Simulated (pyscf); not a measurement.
**Four-centre exchange: H₃Si–AsH–SiH₃ + AsH₃ → H₃Si–As(SiH₃)–AsH₂ + hydrogen (H₂)**

Gas phase, singlet surface, charge 0. Bonds broken: As2–H7, As11–H12. Bonds formed: As2–As11, H7–H12. Single points on ωB97X-D3(BJ)/def2-SVP structures (PySCF, gas phase).

Transition state (Å):

```xyz
14

Si     1.9926    -0.7940    -0.3551
As     0.3781     0.9648    -0.2254
Si    -0.9146    -0.3450     1.2139
H      1.4590    -1.8610    -1.2543
H      2.2580    -1.3945     0.9878
H      3.2791    -0.2882    -0.9165
H     -1.3252     1.6285    -0.8181
H     -2.2836     0.2419     1.3044
H     -0.2909    -0.3511     2.5692
H     -1.0048    -1.7544     0.7280
As    -0.8825     3.1032     1.3535
H     -1.6182     2.2644    -0.2417
H     -2.1292     3.8735     0.9151
H      0.0316     4.0506     0.5982
```

One imaginary mode, 1100i cm⁻¹; descent along it reached the two sides named, in the forms told below.

| bond | change | reactant side (Å) | saddle | product side |
|---|---|---|---|---|
| As2–H7 | breaks | 1.521 | 1.922 | 3.1 |
| As11–H12 | breaks | 1.517 | 1.947 | 4.1 |
| As2–As11 | forms | 3.4 | 2.9 | 2.426 |
| H7–H12 | forms | 5.2 | 0.907 | 0.761 |

Electronic energies relative to the separated reactants (kcal/mol):

```json
[
 {"level": "ωB97X-D3(BJ)/def2-TZVP", "barrier": "62.5", "reaction energy": "-9.8", "reverse barrier": "72.3"},
 {"level": "PBE/def2-TZVP", "barrier": "48.6", "reaction energy": "-4.0", "reverse barrier": "52.7"},
 {"level": "r²SCAN/def2-TZVP", "barrier": "54.1", "reaction energy": "-4.6", "reverse barrier": "58.7"},
 {"level": "B3LYP-D3(BJ)/def2-TZVP", "barrier": "54.2", "reaction energy": "-5.7", "reverse barrier": "59.9"},
 {"level": "PBE0-D3(BJ)/def2-TZVP", "barrier": "54.4", "reaction energy": "-5.7", "reverse barrier": "60.1"},
 {"level": "M06-2X/def2-TZVP", "barrier": "60.3", "reaction energy": "-7.0", "reverse barrier": "67.3"},
 {"level": "ωB97M-D3(BJ)/def2-TZVP", "barrier": "63.5", "reaction energy": "-3.0", "reverse barrier": "66.5"},
 {"level": "HF/def2-TZVP", "barrier": "90.8", "reaction energy": "+4.0", "reverse barrier": "86.7"}
]
```

With ωB97M-D3(BJ)/def2-TZVP energies and thermal terms (ideal gas, 1 atm, RRHO with modes under 100 cm⁻¹ raised to 100, one conformer, R ln 2 for chiral ones without a mode under 150 cm⁻¹), in kcal/mol:

| T (K) | ΔH‡ | ΔG‡ | ΔH | ΔG |
|---|---|---|---|---|
| 298 | 61.6 | 72.4 | -3.9 | -1.6 |
| 600 | 62.5 | 83.0 | -2.5 | +0.1 |
| 900 | 63.5 | 93.1 | -1.6 | +1.1 |
| 1200 | 64.4 | 102.8 | -1.1 | +2.0 |

On the reactant side the descent ends in a complex (not fully relaxed), 4.2 kcal/mol under the separated species and 66.7 kcal/mol under the saddle at ωB97X-D3(BJ)/def2-TZVP. From the product side, H₃Si–As•–SiH₃ + AsH₂• + H₂ lies, by one bond made or cut, 16.6 kcal/mol under this saddle at ωB97M-D3(BJ)/def2-TZVP. This is the saddle that the search found; another between the same sides may lie lower. One closed-shell reference is unstable to symmetry breaking; treat the single-reference values with care. Elements up to Kr have no core potential and no relativistic terms here.
